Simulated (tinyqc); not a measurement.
Stretching all distances: RHF, UHF, MP2, CISD and CCSD against full CI in the sto-3g basis, for H2O, spin multiplicity 1. Computed by the program tinyqc with PySCF. 

Geometry (angstrom):

| atom | x | y | z |
|---|---|---|---|
| O | 0.0000 | 0.0000 | 0.0000 |
| H | 0.0000 | 0.7280 | 0.5010 |
| H | 0.0000 | -0.7810 | 0.5380 |

All coordinates are multiplied by the scale. c0^2 is the weight of the RHF determinant in the lowest singlet FCI state (UHF is spin-contaminated and may lie near states of higher spin) and n(LUMO) the first natural occupation beyond the occupied space.

Full CI energy (hartree) and errors against it (kcal/mol):

| scale | distance 1-2 (angstrom) | E(FCI) | RHF | UHF | MP2 | CISD | CCSD | <S^2> UHF | c0^2 | n(LUMO) |
|---|---|---|---|---|---|---|---|---|---|---|
| 0.9500 | 0.8395 | -74.959132 | 24.2823 | 24.2823 | 6.5181 | 0.2459 | 0.0576 | 0.0000 | 0.9821 | 0.0198 |
| 1.2100 | 1.0693 | -75.003029 | 44.9752 | 44.9752 | 14.2028 | 1.1559 | 0.1613 | 0.0000 | 0.9498 | 0.0577 |
| 1.4800 | 1.3079 | -74.921978 | 79.9864 | 67.9986 | 27.8534 | 4.8287 | 0.4619 | 0.6743 | 0.8719 | 0.1526 |
| 1.7400 | 1.5377 | -74.840144 | 127.1607 | 47.1826 | 45.5214 | 13.8368 | 0.4473 | 1.4632 | 0.7430 | 0.3149 |
| 2.0000 | 1.7675 | -74.784445 | 184.6755 | 22.7073 | 64.2951 | 28.9057 | -3.1080 | 1.7826 | 0.5745 | 0.5249 |

UHF parts from RHF first at scale 1.48 of those listed, where <S^2> leaves zero. The weight c0^2 goes from 0.98 to 0.57 and n(LUMO) from 0.02 to 0.52: static correlation grows as the bonds break into open-shell fragments. The spread of the error along the curve, which distorts its shape, is CCSD 3.6, CISD 28.7, UHF 45.3, MP2 57.8, RHF 160.4 kcal/mol. Below FCI somewhere: CCSD, as non-variational methods may be.
